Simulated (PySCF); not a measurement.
Gas-phase reaction: 4 CH₂Cl₂ + C₃H₅ (allyl) ⇌ 6 CH₂Cl + CHCl₂, at 1800 K and a standard pressure of 1 bar. Level: r2SCAN/def2-TZVP†.

Method: PySCF energies plus ideal-gas RRHO corrections (1 bar). S°(298 K) at PBE0/def2-TZVP differs from the NASA 1993 table for C₃H₅ (allyl) (-17 J/mol/K); whether the harmonic model or the table's entry is off was not settled. † marks an energy on the PBE0/def2-TZVP geometry and frequencies. Open shells (unrestricted): C₃H₅ (allyl) (multiplicity 2), CH₂Cl (multiplicity 2), CHCl₂ (multiplicity 2); the rest are closed-shell singlets. CH₂Cl, CHCl₂: computed as isolated molecules; such fragments, hydroxides, amides, oligomers or adducts are transient or little studied in the gas. The harmonic model lacks anharmonicity and excited electronic states, which grow with temperature; levels with a mode under 35 cm⁻¹ are left out.

```json
[
 {"species": "CH₂Cl₂", "E (Ha)": "-959.65933", "H(1800 K) − E (kJ/mol)": "214.7", "S°(1800 K) (J/mol/K)": "407.7"},
 {"species": "C₃H₅ (allyl)", "E (Ha)": "-117.22902", "H(1800 K) − E (kJ/mol)": "377.8", "S°(1800 K) (J/mol/K)": "461.1"},
 {"species": "CH₂Cl", "E (Ha)": "-499.41775", "H(1800 K) − E (kJ/mol)": "167.9", "S°(1800 K) (J/mol/K)": "354.0"},
 {"species": "CHCl₂", "E (Ha)": "-959.00570", "H(1800 K) − E (kJ/mol)": "159.8", "S°(1800 K) (J/mol/K)": "402.5"}
]
```
E: electronic energy; H − E holds the zero-point and thermal terms. 1 Ha = 2625.5 kJ/mol.

### Question
Work out ΔH°, ΔS°, ΔG° and log10 K from these numbers.

### Answer
1. ΔE = 6×(-499.41775) + 1×(-959.00570) − 4×(-959.65933) − 1×(-117.22902) = 0.35414 Ha = 929.8 kJ.
2. Δ(H − E) = 6×(167.9) + 1×(159.8) − 4×(214.7) − 1×(377.8) = -69.4 kJ, so ΔH° = 860.4 kJ.
3. ΔS° = 6×(354.0) + 1×(402.5) − 4×(407.7) − 1×(461.1) = 434.6 J/K; the number of gas molecules changes by +2.
4. ΔG° = ΔH° − TΔS° = 860.4 − 1800×(434.6)/1000 = 78.1 kJ.
5. log10 K = −ΔG°/(RT ln 10) = -2.27, with RT ln 10 = 34.46 kJ/mol; at standard pressures the reactants are favoured.
6. A shift of 10 kJ in ΔE would move log10 K by 0.29 here.
7. With ΔH° and ΔS° held fixed, ΔG° changes sign near ΔH°/ΔS° = 1980 K.
8. Lowering the total pressure from 1 bar to 0.01 bar multiplies the mole-fraction quotient K_x = K (p/p°)^(−Δn) by 10^4, which pushes the balance towards the products.
For scale, ΔH°(298 K) is 869 kJ at this level, 982 kJ at ωB97M-V/def2-TZVP†, and runs from 674 to 1166 kJ over the 20 levels computed.
